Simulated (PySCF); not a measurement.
ClF.
Numbering: `[F:1][Cl:2]`

The same species was optimised twice, with GFN2-xTB and with PBE0-D3(BJ)/def2-SVP (PySCF), and the same property calculations (PySCF, gas phase) were run on both structures.

```
coordinate  GFN2-xTB  PBE0-D3(BJ)/def2-SVP  change
F1–Cl2 (Å)     1.682                 1.644  -0.038
```

Rotational constants: B = 14517 MHz (linear) (GFN2-xTB) against B = 15196 MHz (linear) (PBE0-D3(BJ)/def2-SVP). Point groups within 0.08 Å: C∞v and C∞v.

On the GFN2-xTB structure: HOMO (eV) -9.62 [PBE0/pcSseg-1]; LUMO (eV) -3.56 [PBE0/pcSseg-1]; dipole (D) 1.18 [PBE0/pcSseg-1]; GIAO shielding of F1 (ppm) 615.1 [PBE0/pcSseg-1]; GIAO shielding of Cl2 (ppm) -695.1 [PBE0/pcSseg-1].

Question: What do these properties become on the PBE0-D3(BJ)/def2-SVP structure?

Answer: 
```json
{"property": "HOMO (eV)", "level": "PBE0/pcSseg-1", "on GFN2-xTB": "-9.62", "on PBE0-D3(BJ)/def2-SVP": "-9.50", "change": "+0.12"}
{"property": "LUMO (eV)", "level": "PBE0/pcSseg-1", "on GFN2-xTB": "-3.56", "on PBE0-D3(BJ)/def2-SVP": "-3.14", "change": "+0.42"}
{"property": "dipole (D)", "level": "PBE0/pcSseg-1", "on GFN2-xTB": "1.18", "on PBE0-D3(BJ)/def2-SVP": "1.09", "change": "-0.09"}
{"property": "energy, GFN2-xTB geometry as zero (kcal/mol)", "level": "PBE0/pcSseg-1", "on GFN2-xTB": "0.0", "on PBE0-D3(BJ)/def2-SVP": "-0.2", "change": "-0.2"}
{"property": "GIAO shielding of F1 (ppm)", "level": "PBE0/pcSseg-1", "on GFN2-xTB": "615.1", "on PBE0-D3(BJ)/def2-SVP": "647.8", "change": "+32.7"}
{"property": "GIAO shielding of Cl2 (ppm)", "level": "PBE0/pcSseg-1", "on GFN2-xTB": "-695.1", "on PBE0-D3(BJ)/def2-SVP": "-541.5", "change": "+153.6"}
```

The heavy atoms differ by 0.019 Å rms after alignment. Among all bonds F1–Cl2 changes most (-0.038 Å). Changes are differences of the printed values. Neither structure is proved a minimum here.
